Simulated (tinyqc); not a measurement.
Inside a calculation. Method: extended Hueckel theory, for LiH+. The parameters take no account of the charge, which enters only through the electron count. One step of it, computed by the program tinyqc.

Question. Wolfsberg-Helmholz matrix. H_ij = K' S_ij (H_ii + H_jj)/2 for i != j (the diagonal keeps H_ii), with K' = 1.75.

overlap S:
```
           1Li 2s   1Li 2px   1Li 2py   1Li 2pz     2H 1s
1Li 2s   1.000000  0.000000  0.000000  0.000000  0.368135
1Li 2px  0.000000  1.000000  0.000000  0.000000  0.000000
1Li 2py  0.000000  0.000000  1.000000  0.000000  0.000000
1Li 2pz  0.000000  0.000000  0.000000  1.000000  0.485441
2H 1s    0.368135  0.000000  0.000000  0.485441  1.000000
```

diagonal H_ii (eV): 1Li 2s -5.400000, 1Li 2px -3.500000, 1Li 2py -3.500000, 1Li 2pz -3.500000, 2H 1s -13.600000

K = 1.750000

Give: H.

Answer.

H (eV):
```
          1Li 2s  1Li 2px  1Li 2py  1Li 2pz     2H 1s
1Li 2s   -5.4000   0.0000   0.0000   0.0000   -6.1203
1Li 2px   0.0000  -3.5000   0.0000   0.0000    0.0000
1Li 2py   0.0000   0.0000  -3.5000   0.0000    0.0000
1Li 2pz   0.0000   0.0000   0.0000  -3.5000   -7.2634
2H 1s    -6.1203   0.0000   0.0000  -7.2634  -13.6000
```
